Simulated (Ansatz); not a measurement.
# C2H7N: harmonic frequencies at the relaxed geometry, by script

Wanted for C2H7N: harmonic frequencies at the relaxed geometry. SMILES: CCN.

Computed with Ansatz 0.2.0 through its Python package. Level of theory: CAM-B3LYP/cc-pVDZ.

## Step 1: The structure

Bond lengths: C1–C2 1.454 Å, C2–N3 1.429 Å, C1–H4 1.068 Å, C1–H5 1.112 Å, C1–H6 1.136 Å, C2–H7 1.100 Å, C2–H8 1.055 Å, N3–H9 1.060 Å, N3–H10 1.022 Å. Angles (14 of 15 angles, heavy atoms first): C1–C2–N3 110.2°, C1–C2–H7 110.2°, C1–C2–H8 111.8°, N3–C2–H7 108.1°, N3–C2–H8 108.1°, C2–C1–H4 112.2°, C2–C1–H5 115.2°, C2–C1–H6 114.4°, C2–N3–H9 113.0°, C2–N3–H10 112.5°, H7–C2–H8 108.4°, H4–C1–H5 102.7°, H4–C1–H6 105.9°, H5–C1–H6 105.4°.

No structure file is read: the coordinates are typed or built in the script.

## Step 2: The code

File c2h7n.py:

```python
import itertools

import ansatz
from ase import Atoms
from ase.data import atomic_numbers, covalent_radii
import numpy as np

BASIS = "cc-pVDZ"
FUNCTIONAL = "CAM-B3LYP"


def main() -> None:
    atoms = Atoms(["C", "C", "N", "H", "H", "H", "H", "H", "H", "H"], positions=[
        (-0.726, 0.4466, -0.4807),
        (0.0531, -0.6963, -0.0318),
        (1.1389, -0.2603, 0.7891),
        (-1.5318, 0.1594, -1.1202),
        (-0.1721, 1.1832, -1.1023),
        (-1.1948, 1.0527, 0.3579),
        (0.4718, -1.234, -0.895),
        (-0.5312, -1.3717, 0.5303),
        (0.8208, 0.2721, 1.649),
        (1.7545, 0.3971, 0.3068),
    ])
    geometry = ansatz.Crystal.molecule_from_ase(atoms)

    job = geometry.calculation()
    job = job.basis(gaussian=BASIS)
    job = job.functional(FUNCTIONAL)
    symbols = [site.symbol for site in geometry.cartesian_sites]
    start = np.array([site.position_ang for site in geometry.cartesian_sites], dtype=float)
    rep = job.relax(force_tolerance=0.003).run(threads=1).report
    end = np.array(rep["positions_ang"])

    radius = [covalent_radii[atomic_numbers[s]] for s in symbols]
    span = lambda where, i, j: np.linalg.norm(where[i] - where[j])
    bonded = [(i, j) for i, j in itertools.combinations(range(len(symbols)), 2) if min(span(start, i, j), span(end, i, j)) < 1.2 * (radius[i] + radius[j])]
    print("pair        before    after (A)")
    for i, j in bonded:
        print(f"{symbols[i]}{i}-{symbols[j]}{j}".ljust(10), f"{span(start, i, j):8.4f} {span(end, i, j):8.4f}")

    minimum = ansatz.Crystal.molecule()
    for symbol, place in zip(symbols, end):
        minimum = minimum.atom(symbol, place.tolist())
    vibrating = (
        minimum.calculation()
        .basis(gaussian=BASIS)
        .functional(FUNCTIONAL)
        .phonons(temperatures=(200, 600, 100))
    )
    vib = vibrating.run(threads=1).report["vibrations"]
    sums = vib["harmonic_sums"]
    modes = [m["omega_inv_cm"] for m in sums["modes_at_gamma"] if m["rigid_motion"] == "no"]
    print("frequencies (1/cm):", " ".join(f"{w:.0f}" for w in modes))
    print("imaginary modes:", sum(w < 0 for w in modes), " zero-point energy:", round(sums["zero_point_energy_ev"], 4), "eV")
    print("T (K)   F_vib (eV)   S_vib (meV/K)   C_vib (meV/K)")
    for row in zip(sums["temperatures_k"], sums["vibrational_free_energy_ev"], vib["entropy_ev_per_k"], vib["heat_capacity_ev_per_k"]):
        print(f"{row[0]:6.1f} {row[1]:11.4f} {1000 * row[2]:13.4f} {1000 * row[3]:15.4f}")


if __name__ == "__main__":
    main()
```

## Step 3: Running it

The run is started by

```console
$ python c2h7n.py
```

**Question.** What results will this script give? Wanted: moves of the relaxation of run 1; energy gained in run 1; last largest force component of run 1; highest frequency; imaginary modes; zero-point energy.

The runs gave:

```
                             quantity        value
                        runs compared            2
     moves of the relaxation of run 1            4
               energy gained in run 1     0.313 eV
last largest force component of run 1  0.0028 eV/Å
                    highest frequency    3558 cm⁻¹
                      imaginary modes            0
                    zero-point energy     2.530 eV
```

In words: The dearest, run 2 (phonons), took some 7.5 times as long as run 1 (relaxation). Run 1: After 4 moves the largest shift is 0.088 Å, of atom 4 (H). All frequencies are real, so the geometry is a minimum. The values are harmonic; measured fundamentals also hold anharmonic shifts, mostly downward for stretches. The frequencies are harmonic and unscaled, in a modest basis. The result belongs to the one conformer reached from this start, and soft torsions count as harmonic oscillators.
